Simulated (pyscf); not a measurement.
PySCF, gas phase, ωB97X-D3(BJ)/def2-SVP geometries.

Question: Estimate by transition-state theory the rate constant of HO–AsH₂ + H₂O → HO–AsH–OH + H₂ (singlet surface; As–H, H–O broken, As–O, H–H formed) at 900 K, with ωB97M-D3(BJ)/def2-TZVP energies (ideal gas, 1 atm, RRHO with modes under 100 cm⁻¹ raised to 100, one conformer, R ln 2 for chiral ones without a mode under 150 cm⁻¹; no tunnelling).

Answer: The electronic barrier is 49.1 kcal/mol and the thermal terms add +31.0, so ΔG‡ = 80.1 kcal/mol. With k_BT/h = 1.88e+13 s⁻¹ and RT = 1.788 kcal/mol, and a volume of 1.23e-19 cm³ per molecule at 1 atm, k = 8.3e-26 cm³ molecule⁻¹ s⁻¹. Wigner's tunnelling factor for 987i cm⁻¹ would be 1.10. A shift of 1 kcal/mol in the barrier changes k by a factor 1.7. The same reactants have a lower exit, to HO–AsH₂ + H₂O (barrier +30.6 kcal/mol at ωB97M-D3(BJ)/def2-TZVP, against +49.1 kcal/mol here). One saddle was located; it need not be the lowest between these sides. Elements up to Kr have no core potential and no relativistic terms here.
